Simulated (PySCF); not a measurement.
**Cl₂⁺, CCSD: how much the basis matters**

PySCF, UHF reference; doublet, unpaired electrons π ↑; De to Cl⁺ + Cl without counterpoise correction. Frozen cores follow the default of each basis and core potential.

| basis | relativity | functions | Re (Å) | ωe (cm⁻¹) | De (eV) | frozen orbitals |
| --- | --- | --- | --- | --- | --- | --- |
| 6-31G(d,p) | no relativity | 36 | 1.926 | 621 | 2.62 | 10 |
| jorge-DZP-DKH | spin-free X2C | 48 | 1.941 | 628 | 2.82 | 10 |
| aug-pcseg-1 | no relativity | 54 | 1.943 | 622 | 2.83 | 10 |
| def2-TZVPPD | no relativity | 102 | 1.894 | 665 | 3.44 | 10 |

Question: How does each smaller set differ from the one with most functions, def2-TZVPPD?

Answer: 6-31G(d,p): +3.2 pm, -6.6 % in ωe, -0.82 eV in De; jorge-DZP-DKH: +4.7 pm, -5.6 % in ωe, -0.62 eV in De; aug-pcseg-1: +4.9 pm, -6.5 % in ωe, -0.61 eV in De. All at CCSD; the set with most functions is neither the basis-set limit nor always the best. The rows treat relativity differently, so the differences are not basis effects alone.

Correlated steps freeze 10 core orbitals. Correlated levels converge slowly with the basis: in double zeta they bind strong bonds too weakly, by up to about 1 eV, and carry superposition errors of some tenths. The state was picked by a PBE0 search and need not be the measured ground state.
